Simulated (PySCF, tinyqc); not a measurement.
Inside a calculation. Method: CIS and TDHF on RHF in the sto-6g basis, frozen core, for CH2, spin multiplicity 1. The lowest restricted solution is unstable here: a spin-polarised one lies 0.0357 hartree lower (PySCF). One step of it, computed by the program tinyqc.

Question. TDHF (RPA) singlet states. B(ia,jb) = 2 (ia|jb) - (ib|ja); the squared energies are the eigenvalues of (A - B)(A + B); 1 hartree = 27.211386 eV.

CIS matrix A, singlet (hartree):
```
           2>5       2>6        2>7       3>5        3>6       3>7        4>5       4>6
2>5   0.664774  0.000000   0.000000  0.000000   0.000000  0.000000  -0.028805  0.000000
2>6   0.000000  1.001010   0.000000  0.000000   0.000000  0.040563   0.000000  0.048678
2>7   0.000000  0.000000   1.045877  0.000000  -0.019170  0.000000   0.000000  0.000000
3>5   0.000000  0.000000   0.000000  0.299715   0.000000  0.000000   0.000000  0.000000
3>6   0.000000  0.000000  -0.019170  0.000000   0.709991  0.000000   0.000000  0.000000
3>7   0.000000  0.040563   0.000000  0.000000   0.000000  0.884173   0.000000  0.053810
4>5  -0.028805  0.000000   0.000000  0.000000   0.000000  0.000000   0.040351  0.000000
4>6   0.000000  0.048678   0.000000  0.000000   0.000000  0.053810   0.000000  0.446818
4>7   0.000000  0.000000  -0.004526  0.000000   0.044117  0.000000   0.000000  0.000000

           4>7
2>5   0.000000
2>6   0.000000
2>7  -0.004526
3>5   0.000000
3>6   0.044117
3>7   0.000000
4>5   0.000000
4>6   0.000000
4>7   0.544071
```

Two-electron integrals over orbitals (pq|rs), unique and non-zero (hartree); the lowest 1 orbital is frozen and left out:
```
(22|22) 0.536477    (32|32) 0.140749    (33|22) 0.501041    (33|33) 0.511285
(42|22) 0.019131    (42|33) 0.020271    (42|42) 0.079330    (43|32) 0.026503
(43|43) 0.034011    (44|22) 0.499488    (44|33) 0.457474    (44|42) -0.087603
(44|44) 0.655804    (52|52) 0.091272    (53|53) 0.019071    (54|52) -0.038736
(54|54) 0.049911    (55|22) 0.542811    (55|33) 0.472891    (55|42) -0.048668
(55|44) 0.578312    (55|55) 0.673218    (62|22) 0.084280    (62|33) 0.025007
(62|42) 0.000322    (62|44) 0.074821    (62|55) 0.125871    (62|62) 0.097694
(63|32) -0.070164   (63|43) -0.032070   (63|63) 0.087326    (64|22) 0.037399
(64|33) 0.004095    (64|42) -0.009156   (64|44) 0.062219    (64|55) 0.055794
(64|62) 0.051647    (64|64) 0.037662    (65|52) 0.054980    (65|54) -0.011654
(65|65) 0.042133    (66|22) 0.521299    (66|33) 0.501006    (66|42) 0.054615
(66|44) 0.449227    (66|55) 0.492737    (66|62) 0.059586    (66|64) 0.021503
(66|66) 0.558162    (72|32) 0.004117    (72|43) -0.031319   (72|63) 0.046093
(72|72) 0.055131    (73|22) 0.063515    (73|33) 0.027307    (73|42) -0.057499
(73|44) 0.122476    (73|55) 0.130194    (73|62) 0.075959    (73|64) 0.046131
(73|66) 0.007360    (73|73) 0.118976    (74|32) -0.070087   (74|43) 0.005567
(74|63) 0.041285    (74|72) -0.009282   (74|74) 0.060846    (75|53) 0.018521
(75|75) 0.022620    (76|32) 0.111355    (76|43) 0.038453    (76|63) -0.079276
(76|72) -0.022436   (76|74) -0.052211   (76|76) 0.114259    (77|22) 0.513030
(77|33) 0.511847    (77|42) -0.014038   (77|44) 0.520067    (77|55) 0.523767
(77|62) 0.045572    (77|64) 0.016505    (77|66) 0.507811    (77|73) 0.068203
(77|77) 0.554326
```

Give: TDHF matrix B, singlet; squared energies w^2; TDHF energies from the positive w^2.

Answer.

TDHF matrix B, singlet (hartree):
```
         2>5     2>6      2>7     3>5     3>6     3>7      4>5     4>6
2>5   0.0913  0.0000   0.0000  0.0000  0.0000  0.0000  -0.0387  0.0000
2>6   0.0000  0.0977   0.0000  0.0000  0.0000  0.1058   0.0000  0.0516
2>7   0.0000  0.0000   0.0551  0.0000  0.0162  0.0000   0.0000  0.0000
3>5   0.0000  0.0000   0.0000  0.0191  0.0000  0.0000   0.0000  0.0000
3>6   0.0000  0.0000   0.0162  0.0000  0.0873  0.0000   0.0000  0.0000
3>7   0.0000  0.1058   0.0000  0.0000  0.0000  0.1190   0.0000  0.0510
4>5  -0.0387  0.0000   0.0000  0.0000  0.0000  0.0000   0.0499  0.0000
4>6   0.0000  0.0516   0.0000  0.0000  0.0000  0.0510   0.0000  0.0377
4>7   0.0000  0.0000  -0.0093  0.0000  0.0364  0.0000   0.0000  0.0000

         4>7
2>5   0.0000
2>6   0.0000
2>7  -0.0093
3>5   0.0000
3>6   0.0364
3>7   0.0000
4>5   0.0000
4>6   0.0000
4>7   0.0608
```

squared energies w^2 (hartree^2): -0.0008  0.0895  0.1890  0.2814  0.4322  0.5065  0.7504  0.9998  1.0931

TDHF energies from the positive w^2 (eV): 8.1391  11.8299  14.4343  17.8895  19.3654  23.5722  27.2086  28.4494

A + B or A - B has a negative eigenvalue: the restricted solution is unstable towards a lower one, a negative w^2 means an imaginary energy, and the lowest roots have no physical meaning.
